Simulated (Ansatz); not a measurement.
# AlNH2 (triplet): from Hartree-Fock to the top rungs, cc-pVDZ

The task here is to estimate one member of a computed series from the others.

The runs use Ansatz 0.2.0, Gaussian basis; cc-pVDZ, core rule «outside noble gas», up to 6 orbitals frozen.

The runs, in order: UHF; CCSD(T) on ROHF; CCSD(T) on UHF; BCCD(T) on ROHF; CISD; CCSDT(Q) on ROHF; CCSDT(Q) on UHF; CCSDTQ on ROHF.

15 further runs of the same task are left out: 12 for a known fault of the program, 3 set aside as unsound or not needed.

### The system

The geometry is a PBE0/def2-TZVP stationary point (not a proven minimum).

4 atoms, charge 0, spin multiplicity 3.

Atoms are counted from 1 here; the program's logs count them from 0.

Bond lengths: Al1–N2 1.771 Å, N2–H3 1.007 Å, N2–H4 1.007 Å. Angles: Al1–N2–H3 124.1°, Al1–N2–H4 124.1°, H3–N2–H4 111.7°.

Set-up of the first run:

The input, in.yaml:

```yaml
crystal:
  periodic: [false, false, false]
  atoms:
    - {symbol: Al, position_ang: [0.000000, 0.000000, 0.686473]}
    - {symbol: N, position_ang: [0.000000, 0.000000, -1.084932]}
    - {symbol: H, position_ang: [0.000000, 0.833405, -1.649784]}
    - {symbol: H, position_ang: [0.000000, -0.833405, -1.649784]}
basis:
  gaussian: {orbitals: cc-pVDZ}
magnetization: {spin_polarized: true, initial_magnetization: 2}
hamiltonian: {xc: hf}
output: {orbitals: {seedname: orbitals}}
```

Launch:

```
$ ansatz run in.yaml --threads 1 --pin off --events-out ev --progress --plain --max-ram 4096MiB --backend cpu
```

Steps of the session up to this table: UHF; CCSD(T) on ROHF; CCSD(T) on UHF; BCCD(T) on ROHF; CISD; CCSDT(Q) on ROHF; CCSDT(Q) on UHF; CCSDTQ on ROHF.

One of the session's tables, all rows but one given; the rest of the session is left out.

It belongs to the step «Misses and costs». 

| method | from RCCSDTQ (meV) |
| --- | --- |
| ROHF | +6180.9 |
| UHF | +6159.9 |
| RMP2 | +632.1 |
| UMP2 | +619.2 |
| CISD | +536.8 |
| RCCSD | +196.8 |
| UCCSD | +196.4 |
| RCCSD(T) | +31.2 |
| UCCSD(T) | +30.5 |
| BCCD(T) | +31.8 |
| RCCSDT | +14.6 |
| UCCSDT | +14.2 |
| RCCSDT(Q) | -0.6 |
| UCCSDT(Q) | ? |
| RCCSDTQ | 0 |

**Question.** Estimate the row for UCCSDT(Q).

As computed: from RCCSDTQ (meV): -2.9. In the column «from RCCSDTQ (meV)» it is the lowest.

Caveats from the session: Restricted and unrestricted rows rest on different reference determinants; where their highest levels disagree by more than a few hundredths of an eV, they describe different states and don't form one ladder.
